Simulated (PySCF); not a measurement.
C3H4FS2 (doublet state).
Atom-mapped SMILES: `[F:1][C:2]1[S:3][CH2:4][CH2:5][S:6]1` (hydrogens: H7, H8 on C4; H9, H10 on C5)

Geometry (GFN2-xTB, Å), atoms numbered from 1 in this order:
```xyz
10
C3H4FS2 angstrom
F      2.7738   -1.1530    0.0043
C      1.5770   -0.5760    0.1496
S      1.2405    0.8287   -0.8343
C     -0.3737    0.9850    0.0100
C     -1.0273   -0.3818    0.0037
S      0.2213   -1.6712    0.3811
H     -0.1831    1.3341    1.0248
H     -0.9706    1.7163   -0.5307
H     -1.8172   -0.4537    0.7491
H     -1.4318   -0.6239   -0.9801
```

Level of theory: UKS B3LYP, pcH-1 on C F H S, non-relativistic, mean-field spin-orbit, GIAO in PySCF. One conformer (not necessarily the lowest) at the GFN2-xTB geometry, without solvent, vibrations or thermal averaging. The geometry wasn't refined by DFT: couplings that depend on bond lengths, twists or pyramidal angles can differ widely from those at the functional's own minimum. Stability of the SCF solution: not tested.

(1) Give the principal g shifts and their parts.

(2) What effective moment and Curie constant follow for a powder?

(3) What are the electron Larmor frequencies g μB B/h along the three axes at 3350 mT?

(4) In a frozen sample, at which fields do the three g values resonate at 9.5, 34, 94 and 263 GHz (hyperfine left aside), and which band first spreads them over more than twice a line width of 0.3 mT?

## Answers

(1) 
```
                    Δg (ppt)      1      2      3
relativistic mass correction  -0.23  -0.23  -0.23
            gauge correction   0.02   0.04   0.02
   orbital Zeeman/spin–orbit  -0.40   1.96   9.52
                       total  -0.61   1.77   9.31
```

So g = 2.00171, 2.00409, 2.01163 and g_iso = 2.00581; the tensor is rhombic: the two nearest values differ by 24 % of g3 − g1. Axes: g3 points within 3° of the F1–C2 bond.

(2) With the mean of g² = 4.0233 and S(S+1) = 0.75: μ_eff = √(⟨g²⟩S(S+1)) = 1.737 μB and χT = 0.12505·⟨g²⟩·S(S+1) = 0.377 cm³ K/mol (cgs; spin-Hamiltonian part alone).

(3) 93.8552, 93.9665, 94.3202 GHz for g1, g2 and g3, a range of 465.0 MHz.

(4) 
```csv
band,GHz,B(g3) mT,B(g2) mT,B(g1) mT,spread mT
X,9.5,337.41,338.68,339.09,1.67
Q,34.0,1207.59,1212.13,1213.57,5.98
W,94.0,3338.63,3351.19,3355.17,16.54
J,263.0,9341.05,9376.21,9387.33,46.28
```

The spread grows in proportion to the frequency. X band is the first where it exceeds 0.6 mT.

The largest Mulliken spin populations are on C2 (+0.69), S6 (+0.14) and S3 (+0.11). The angles at C2 add up to 348.3°, so it is slightly pyramidal.

The HOMO–LUMO gaps are 4.14 eV among the α and 5.11 eV among the β orbitals.
